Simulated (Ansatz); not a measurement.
[Br···H···CH3], doublet along the distance Br1-H2

Starting geometry:

```xyz
6

Br   -0.4593    0.0000    0.0000
H     0.9613    0.0000    0.0000
C     2.3767    0.0000    0.0000
H     2.3767   -1.0800    0.0000
H     2.3767    0.5400    0.9353
H     2.3767    0.5400   -0.9353
```

From there H2 is moved from one fragment to the other while all else, the fragments' distance too, stays fixed; atoms are numbered as listed. Energies are in kJ/mol, counted from the starting geometry at the same level.

Basis cc-pVDZ; Ansatz 0.2.0. Correlated methods freeze the noble-gas cores and the filled d shells of p-block atoms. Prefix R: restricted or restricted open-shell reference; prefix U: unrestricted. No spin–orbit coupling is included, and no scalar relativity.

Full CI isn't at hand for all of this; UCCSDT(Q) serves as the reference, and is uncertain by about the last step of the cluster series. The frozen core follows each run's orbitals, which can shift R against U totals by a few meV for light atoms and by up to 0.1 eV past Ca.

```csv
distance Br1-H2 (Å),RMP2
1.421,0.0
1.467,-6.3
1.560,-15.4
1.653,-18.2
1.746,-3.8
```

Estimate the UCCSDT(Q) curve in cc-pVDZ from this one, knowing how RMP2 errs.

The computed UCCSDT(Q) values, in kJ/mol from the starting point, and the error of RMP2 against them:
```json
{"distance Br1-H2 (Å)": "1.421", "UCCSDT(Q)": "0.0", "RMP2 less UCCSDT(Q)": "0.0"}
{"distance Br1-H2 (Å)": "1.467", "UCCSDT(Q)": "-5.9", "RMP2 less UCCSDT(Q)": "-0.4"}
{"distance Br1-H2 (Å)": "1.560", "UCCSDT(Q)": "-11.6", "RMP2 less UCCSDT(Q)": "-3.8"}
{"distance Br1-H2 (Å)": "1.653", "UCCSDT(Q)": "-11.3", "RMP2 less UCCSDT(Q)": "-6.8"}
{"distance Br1-H2 (Å)": "1.746", "UCCSDT(Q)": "0.1", "RMP2 less UCCSDT(Q)": "-3.9"}
```

The error spans 6.8 kJ/mol and is largest, -6.8 kJ/mol, at 1.653 Å.
